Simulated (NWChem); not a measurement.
All runs are NWChem calculations. System: ClNa, charge -1, spin multiplicity 2, at the geometry of a parent with another charge or spin, in a state set for the comparison that need not be this species' ground state. Its SCF solution wasn't tested for a lower state. Level: UMP2/def2-TZVPD, 6 core orbitals frozen.

The NWChem input:

```
start mol
memory heap 200 mb stack 900 mb global 1100 mb
charge -1
geometry units angstroms nocenter noautoz
  Na     0.000000     0.000000    -1.420937
  Cl     0.000000     0.000000     0.919430
  symmetry group C2v
end
basis spherical
  * library def2-tzvpd
end
scf
  uhf
  nopen 1
  maxiter 100
  thresh 1e-7
  semidirect memsize 60000000 filesize 0
  # guess.movecs holds the orbitals of an unrestricted PBE0 run
  vectors input guess.movecs output mol.movecs
end
mp2
  freeze core 6
end
task mp2 energy
```

Output (cleaned and shortened):

```
             Northwest Computational Chemistry Package (NWChem) 7.3.0
             --------------------------------------------------------

                                NWChem Input Module
                                -------------------

 Scaling coordinates for geometry "geometry" by  1.889725989
 (inverse scale =  0.529177249)

 Turning off AUTOSYM since
 SYMMETRY directive was detected!

                             Geometry "geometry" -> ""
                             -------------------------

 Output coordinates in angstroms (scale by  1.889725989 to convert to a.u.)

  No.       Tag          Charge          X              Y              Z
 ---- ---------------- ---------- -------------- -------------- --------------
    1 Na                  11.0000     0.00000000     0.00000000    -1.42093700
    2 Cl                  17.0000     0.00000000     0.00000000     0.91943000

 Effective nuclear repulsion energy (a.u.)      42.2823196375

            Nuclear Dipole moment (a.u.)
            ----------------------------
        X                 Y               Z
 ---------------- ---------------- ----------------
     0.0000000000     0.0000000000     0.0000056692

      Symmetry information
      --------------------

 Group name             C2v
 Group number             16
 Group order               4
 No. of unique centers     2

      Symmetry unique atoms

     1    2


 Summary of "ao basis" -> "" (spherical)
 ------------------------------------------------------------------------------
       Tag                 Description            Shells   Functions and Types
 ---------------- ------------------------------  ------  ---------------------
 *                         def2-tzvpd                 on all atoms

 Summary of "ao basis" -> "ao basis" (spherical)
 ------------------------------------------------------------------------------
       Tag                 Description            Shells   Functions and Types
 ---------------- ------------------------------  ------  ---------------------
 Na                        def2-tzvpd               13       35   5s5p3d
 Cl                        def2-tzvpd               16       46   6s6p3d1f

                                 NWChem SCF Module
                                 -----------------

  ao basis        = "ao basis"
  functions       =    81
  atoms           =     2
  alpha electrons =    15
  beta  electrons =    14
  charge          =  -1.00
  wavefunction    = UHF
  use symmetry    = T
  symmetry adapt  = T

 Summary of "ao basis" -> "ao basis" (spherical)
 ------------------------------------------------------------------------------
       Tag                 Description            Shells   Functions and Types
 ---------------- ------------------------------  ------  ---------------------
 Na                        def2-tzvpd               13       35   5s5p3d
 Cl                        def2-tzvpd               16       46   6s6p3d1f

      Symmetry analysis of basis
      --------------------------

        a1         36
        a2          7
        b1         19
        b2         19

 Forming initial guess at       0.0s

   Symmetry analysis of molecular orbitals - initial alpha
   -------------------------------------------------------

  Numbering of irreducible representations:

     1 a1          2 a2          3 b1          4 b2

  Orbital symmetries:

     1 a1          2 a1          3 a1          4 a1          5 b1
     6 b2          7 a1          8 b2          9 b1         10 a1
[...]
    Atom       Charge   Shell Charges
 -----------   ------   -------------------------------------------------------
    1 Na  11     6.10   1.00  0.34  0.66  0.15  0.62  2.54  0.46  0.15  0.05  0.12  0.00  0.00  0.01
    2 Cl  17     8.90   1.01  0.22  0.76  0.53  0.46  0.02  2.09  0.85  0.54  1.42  1.00  0.01  0.00  0.00 -0.00  0.00

   Mulliken analysis of the beta density
   -------------------------------------

    Atom       Charge   Shell Charges
 -----------   ------   -------------------------------------------------------
    1 Na  11     5.02   1.00  0.33  0.66  0.00 -0.00  2.54  0.46 -0.00  0.01 -0.00  0.00  0.00  0.01
    2 Cl  17     8.98   1.01  0.22  0.76  0.52  0.46  0.03  2.09  0.85  0.54  1.42  1.00  0.07  0.00  0.00  0.00  0.00

   Mulliken analysis of the spin density
   -------------------------------------

    Atom       Charge   Shell Charges
 -----------   ------   -------------------------------------------------------
    1 Na  11     1.07   0.00  0.00 -0.00  0.15  0.62  0.00 -0.00  0.15  0.04  0.12  0.00  0.00 -0.00
    2 Cl  17    -0.07   0.00  0.00 -0.00  0.00 -0.00 -0.01  0.00 -0.00  0.00  0.00 -0.00 -0.06  0.00  0.00 -0.00  0.00

       Multipole analysis of the density wrt the origin
       ------------------------------------------------

     L   x y z        total         alpha         beta         nuclear
     -   - - -        -----         -----         ----         -------
     0   0 0 0     -1.000000    -15.000000    -14.000000     28.000000

     1   1 0 0     -0.000000     -0.000000      0.000000      0.000000
     1   0 1 0      0.000000      0.000000      0.000000      0.000000
     1   0 0 1      2.071093      4.046146     -1.975059      0.000006

     2   2 0 0    -26.380378    -19.161190     -7.219188      0.000000
     2   1 1 0      0.000000      0.000000      0.000000      0.000000
     2   1 0 1      0.000000      0.000000      0.000000      0.000000
     2   0 2 0    -26.380378    -19.161190     -7.219188      0.000000
     2   0 1 1     -0.000000     -0.000000      0.000000      0.000000
     2   0 0 2    -53.852692   -114.719687    -69.764885    130.631880

                   NWChem MP2 Semi-direct Energy/Gradient Module
                   ---------------------------------------------

  Basis functions       =     81
  Molecular orbitals    =     81
  Frozen core           =      6
  Frozen virtuals       =      0
  Active alpha occupied =      9
  Active beta occupied  =      8
  Active alpha virtual  =     66
  Active beta virtual   =     67
  Use MO symmetry       = T
  Use skeleton AO sym   = T

  AO/Fock/Back tols     =   1.0D-09  1.0D-09  1.0D-09

 GA uses MA = F    GA memory limited = T

 Available:
  local mem=  1.26D+08
 global mem=  1.44D+08
 local disk=  0.00D+00
  mp2_memr nvloc                    66
  nvloc new                    66
   1 passes of   9:        4194304                      43072                   6627508.
   1 passes of   9: M    126152288           G      144166078           F     121957984.

 Semi-direct pass number   1 of   1  for UHF alpha       at        0.8s
  vrange nnbf                  3276
  mp2_eaftype                    25  avail_ma_in_mb                  1099
 EAF : mp2_eaftype filesize          25    3313754.
  mp2_eaf for mointskh                     25
Node 0 wrote     15.6 Mb in      0.0 s     Agg I/O rate:  2050.8 Mb/s
 Done moints_semi at        2.0s
  mp2_eaftype                    25  avail_ma_in_mb                  1074
 EAF : mp2_eaftype filesize          25    3313754.
  mp2_eaf for kh                    25
 Done maket at        2.1s
 Done multipass loop at        2.1s

 GA uses MA = F    GA memory limited = T

 Available:
  local mem=  1.26D+08
 global mem=  1.44D+08
 local disk=  0.00D+00
  mp2_memr nvloc                    67
  nvloc new                    67
   1 passes of   8:        4194304                      40173                   5981481.
   1 passes of   8: M    126152288           G      144166078           F     121957984.

 Semi-direct pass number   1 of   1  for UHF beta        at        2.1s
  vrange nnbf                  3276
  mp2_eaftype                    22  avail_ma_in_mb                  1099
 EAF : mp2_eaftype filesize          22    2990740.
  mp2_eaf for mointskh                     22
Node 0 wrote     14.0 Mb in      0.0 s     Agg I/O rate:  2146.8 Mb/s
 Done moints_semi at        3.2s
  mp2_eaftype                    22  avail_ma_in_mb                  1077
 EAF : mp2_eaftype filesize          22    2990740.
  mp2_eaf for kh                    22
 Done maket at        3.3s
 Done multipass loop at        3.3s

          -------------------------------------------
          SCF energy                -621.460672644971
          Correlation energy          -0.365158946724
          Singlet pairs                0.000000000000
          Triplet pairs                0.000000000000
          Total MP2 energy          -621.825831591695
          -------------------------------------------

          ---------------------------------------------------
                    Spin Component Scaled (SCS) MP2
          Same spin pairs                     -0.097364574768
          Same spin scaling factor             0.333333333333
          Opposite spin pairs                 -0.267794371956
          Opposite spin scaling fact.          1.200000000000
          SCS-MP2 correlation energy          -0.353808104603
          Total SCS-MP2 energy              -621.814480749574
          ---------------------------------------------------

 -----------------------
 Performance information
 -----------------------

 Timer overhead =  1.53D-07 seconds/call

               Nr. of calls         CPU time (s)                 Wall time (s)                GFlops
             ---------------    -------------------     ------------------------------   -------------------
Name         Min   Avg   Max    Min     Avg     Max     Min     Avg     Max   Mx/calls   Min     Max     Sum
mp2: moin     2     2     2    2.3     2.3     2.3      2.3     2.3     2.3     1.2      0.0     0.0     0.0
mp2: make     2     2     2   0.12    0.12    0.12     0.12    0.12    0.12    5.97E-2   0.0     0.0     0.0
mp2: tota     1     1     1    2.5     2.5     2.5      2.5     2.5     2.5     2.5      0.0     0.0     0.0

 The average no. of pstat calls per process was 5.00D+00
 with a timing overhead of 7.66D-07s

 Task  times  cpu:        3.3s     wall:        3.3s

 Total times  cpu:        3.3s     wall:        3.3s
```
